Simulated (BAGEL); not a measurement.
# HF/def2-TZVPP (density fitting with qzvpp-jkfit) run of SiH3F (SMILES [H][Si]([H])([H])F)

What is the vertical ionisation energy of SiH3F at HF/def2-TZVPP (density fitting with qzvpp-jkfit)? 

The results are computed with BAGEL 1.2.2.

1 further run of the same task is left out (it didn't finish).

### 1 The molecule

SiH3F: 5 atoms, total charge 0, spin state singlet. As SMILES, `[H][Si]([H])([H])F`. The shape is that of a GFN2-xTB optimisation.

Bond lengths: Si1–F2 1.606 Å, Si1–H3 1.454 Å, Si1–H4 1.454 Å, Si1–H5 1.454 Å. Angles: F2–Si1–H3 105.1°, F2–Si1–H4 105.2°, F2–Si1–H5 105.1°, H3–Si1–H4 113.4°, H3–Si1–H5 113.5°, H4–Si1–H5 113.4°.

### 2 The energy at HF/def2-TZVPP (density fitting with qzvpp-jkfit)

job.json

```json
{ "bagel" : [

{
  "title" : "molecule",
  "basis" : "tzvpp",
  "df_basis" : "qzvpp-jkfit",
  "angstrom" : "true",
  "geometry" : [
    { "atom" : "Si", "xyz" : [      -0.000700,       0.001210,      -0.093590 ] },
    { "atom" : "F", "xyz" : [       0.010860,      -0.019140,       1.511980 ] },
    { "atom" : "H", "xyz" : [       1.400270,       0.011030,      -0.482220 ] },
    { "atom" : "H", "xyz" : [      -0.709280,       1.218920,      -0.453380 ] },
    { "atom" : "H", "xyz" : [      -0.701150,      -1.212020,      -0.482790 ] }
  ]
},

{ "title" : "hf" },

{ "title" : "print", "file" : "orbitals.molden", "orbitals" : "true" }

]}
```

Command:

```sh
$ BAGEL_NUM_THREADS=1 BAGEL job.json > job.out
```

Standard output:

```text
* using 1 threads per process

  ===============================================================
  ===============================================================

  *** Geometry ***

  { "atom" : "Si", "xyz" : [     -0.001323,      0.002287,     -0.176859 ] },
  { "atom" : "F", "xyz" : [      0.020522,     -0.036169,      2.857228 ] },
  { "atom" : "H", "xyz" : [      2.646127,      0.020844,     -0.911264 ] },
  { "atom" : "H", "xyz" : [     -1.340345,      2.303425,     -0.856764 ] },
  { "atom" : "H", "xyz" : [     -1.324981,     -2.290386,     -0.912341 ] },

  Number of auxiliary basis functions:      259

  Since a DF basis is specified, we compute 2- and 3-index integrals:
    o Being stored without compression. Storage requirement is 0.027 GB

  Number of basis functions:      115
  Number of electrons      :       26

    * METHOD: MOLECULE                             0.42

  *** RHF ***

  === Nuclear Repulsion ===
    63.3395690178

      * DIIS with orbital gradients will be used.

  === RHF iteration (tzvpp) ===
      0       -390.08235944          0.01789671           0.13
      1       -390.17036800          0.01232338           0.08
      2       -390.22959332          0.00127376           0.08
      3       -390.23059108          0.00013559           0.08
      4       -390.23060240          0.00003098           0.08
      5       -390.23060299          0.00000574           0.08
      6       -390.23060301          0.00000095           0.14
      7       -390.23060301          0.00000016           0.14
      8       -390.23060301          0.00000003           0.05
      9       -390.23060301          0.00000001           0.08
    * SCF iteration converged.

    * Permanent dipole moment:
           (    0.005158,    -0.008993,     0.695617) a.u.

    * METHOD: HF                                   1.39

    * METHOD: PRINT                                0.03

  ===============================================================
```

Wall time 2.5 s (1 thread of Intel Xeon at 2.50GHz (Skylake/Cascade Lake), shared host).

### 3 The doublet cation at the same level

hf.json

```json
{ "bagel": [

{
  "title": "molecule",
  "basis": "tzvpp",
  "df_basis": "qzvpp-jkfit",
  "angstrom": true,
  "geometry": [
    { "atom": "Si", "xyz": [      -0.000700,       0.001210,      -0.093590 ] },
    { "atom": "F", "xyz": [       0.010860,      -0.019140,       1.511980 ] },
    { "atom": "H", "xyz": [       1.400270,       0.011030,      -0.482220 ] },
    { "atom": "H", "xyz": [      -0.709280,       1.218920,      -0.453380 ] },
    { "atom": "H", "xyz": [      -0.701150,      -1.212020,      -0.482790 ] }
  ]
},

{ "title": "uhf", "charge": 1, "nopen": 1 },

{ "title": "print", "file": "orbitals.molden", "orbitals": true }

]}
```

Command:

```sh
$ BAGEL_NUM_THREADS=1 BAGEL hf.json > hf.out
```

Standard output:

```text
* using 1 threads per process

  ===============================================================
  ===============================================================

  *** Geometry ***

  { "atom" : "Si", "xyz" : [     -0.001323,      0.002287,     -0.176859 ] },
  { "atom" : "F", "xyz" : [      0.020522,     -0.036169,      2.857228 ] },
  { "atom" : "H", "xyz" : [      2.646127,      0.020844,     -0.911264 ] },
  { "atom" : "H", "xyz" : [     -1.340345,      2.303425,     -0.856764 ] },
  { "atom" : "H", "xyz" : [     -1.324981,     -2.290386,     -0.912341 ] },

  Number of auxiliary basis functions:      259

  Since a DF basis is specified, we compute 2- and 3-index integrals:
    o Being stored without compression. Storage requirement is 0.027 GB

  Number of basis functions:      115
  Number of electrons      :       26

    * METHOD: MOLECULE                             0.28

  *** Open-shell HF ***

  === Nuclear Repulsion ===
    63.3395690178

      * DIIS with orbital gradients will be used.

  === UHF iteration (tzvpp) ===
      0       -389.57424287          0.03844924           0.14
      1       -389.67133492          0.03072728           0.18
      2       -389.71951513          0.02227425           0.15
      3       -389.77024374          0.00153898           0.12
      4       -389.77164460          0.00080428           0.14
      5       -389.77218162          0.00043099           0.14
      6       -389.77238423          0.00010937           0.18
      7       -389.77241162          0.00004720           0.17
      8       -389.77242215          0.00001687           0.16
      9       -389.77242455          0.00000972           0.13
     10       -389.77242516          0.00000810           0.17
     11       -389.77242540          0.00000756           0.17
     12       -389.77242551          0.00000719           0.16
     13       -389.77242566          0.00000690           0.14
     14       -389.77242589          0.00000651           0.14
     15       -389.77242643          0.00000560           0.14
     16       -389.77242698          0.00000447           0.14
     17       -389.77242745          0.00000336           0.15
     18       -389.77242757          0.00000218           0.13
     19       -389.77242765          0.00000113           0.14
     20       -389.77242766          0.00000052           0.12
     21       -389.77242766          0.00000028           0.14
     22       -389.77242766          0.00000016           0.13
     23       -389.77242766          0.00000013           0.15
     24       -389.77242767          0.00000009           0.14
     25       -389.77242767          0.00000004           0.13
     26       -389.77242767          0.00000002           0.13
     27       -389.77242767          0.00000001           0.12
     28       -389.77242767          0.00000001           0.14
    * SCF iteration converged.

    * S^2 (UHF) is 0.7731

    * Permanent dipole moment:
           (    0.388961,    -0.668734,     1.904116) a.u.

    * METHOD: UHF                                  4.52

    * METHOD: PRINT                                0.03

  ===============================================================
```

Run time: 5.4 s. Hardware: 1 thread of Intel Xeon at 2.50GHz (Skylake/Cascade Lake), shared host.

### 4 Results

At HF/def2-TZVPP (density fitting with qzvpp-jkfit):

```
                                          quantity          value
                       singlet SiH3F: total energy  -390.23060 Eh
                      singlet SiH3F: dipole moment         1.77 D
                        singlet SiH3F: HOMO energy      -13.54 eV
                        singlet SiH3F: LUMO energy        2.80 eV
                      singlet SiH3F: HOMO–LUMO gap       16.34 eV
                      doublet cation: total energy  -389.77243 Eh
                              doublet cation: ⟨S²⟩          0.773
vertical ionisation energy (to the doublet cation)      12.468 eV
```

In words: Removing an electron at fixed nuclei costs 12.47 eV (288 kcal/mol). The negative HOMO energy of the first species, 13.54 eV, lies 1.07 eV above that difference.
